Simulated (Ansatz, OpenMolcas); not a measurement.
BNH3Cl (SMILES NBCl): the vertical energy of the triplet above the singlet from total energies

BNH3Cl has 6 atoms, charge 0, and is taken as a singlet. SMILES: `NBCl`. Geometry: relaxed at PBE0-D4/def2-TZVP.

Both states at this one shape; open shells run unrestricted unless said. 1 Eh = 27.2114 eV.

| level | program | singlet BNH3Cl (Eh) | triplet BNH3Cl (Eh) |
| --- | --- | --- | --- |
| HF/aug-cc-pVDZ | Ansatz | -540.489431 | -540.274591 |
| B3LYP/aug-cc-pVDZ | OpenMolcas | -541.731981 | -541.503373 |
| BHLYP/aug-cc-pVDZ | OpenMolcas | -541.667874 | -541.434144 |
| M06-2X/aug-cc-pVDZ | OpenMolcas | -541.657941 | -541.415461 |

Task: Work out the vertical gap, second state less first, at each level.

Result: 
1. HF/aug-cc-pVDZ: -540.274591 − (-540.489431) = 0.214840 Eh = 5.85 eV.
2. B3LYP/aug-cc-pVDZ: -541.503373 − (-541.731981) = 0.228608 Eh = 6.22 eV.
3. BHLYP/aug-cc-pVDZ: -541.434144 − (-541.667874) = 0.233730 Eh = 6.36 eV.
4. M06-2X/aug-cc-pVDZ: -541.415461 − (-541.657941) = 0.242480 Eh = 6.60 eV.

No measured value is set beside it here; the levels span 5.85 to 6.60 eV. Hartree–Fock favours the state with fewer electron pairs, since it lacks pair correlation.
